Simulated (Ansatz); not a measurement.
Gas-phase electronic energies from Ansatz, PBE0-D4/def2-TZVP geometries. CCSD(T)/CBS is frozen-core, at the limit of the def2 triple- and quadruple-zeta sets. DFT in def2-TZVPP. B3LYP here is the variant with VWN-RPA as its local correlation; programs differ in this. Open shells (•) are unrestricted, without spin–orbit coupling.

`ClBCl` + `[SiH3]`• → `Cl[B]Cl`• + SiH₄  (hydrogen abstraction from a B–H bond)

Task: Is it downhill or uphill in electronic energy at CCSD(T)/CBS, and by how much? (An estimate is asked.)

Result: The calculation gave: Uphill: ΔE = +0.57 eV.

Task: What do these levels give: revPBE-D4, B3LYP-D4, CAM-B3LYP-D4, ωB97M-V, BLYP, r2SCAN, BHLYP, CAM-B3LYP, CCSD(T)/def2-SVP, MP2/def2-TZVPP, CCSD(T)/def2-TZVPP, CCSD/CBS(def2)? (Best estimate.)

Result: Ansatz gave: revPBE-D4 0.56, B3LYP-D4 0.56, CAM-B3LYP-D4 0.57, ωB97M-V 0.60, BLYP 0.54, r2SCAN 0.52, BHLYP 0.57, CAM-B3LYP 0.57, CCSD(T)/def2-SVP 0.62, MP2/def2-TZVPP 0.61, CCSD(T)/def2-TZVPP 0.59, CCSD/CBS(def2) 0.57 eV.

Largest T1 diagnostic among the species: 0.015.

In def2-TZVPP, CCSD(T) changes the Hartree–Fock value by +0.07 eV (the triples alone add −0.01 eV) and MP2 by +0.09 eV. At CCSD(T), def2-SVP lies +0.05 eV from the extrapolated value and def2-TZVPP +0.02 eV.
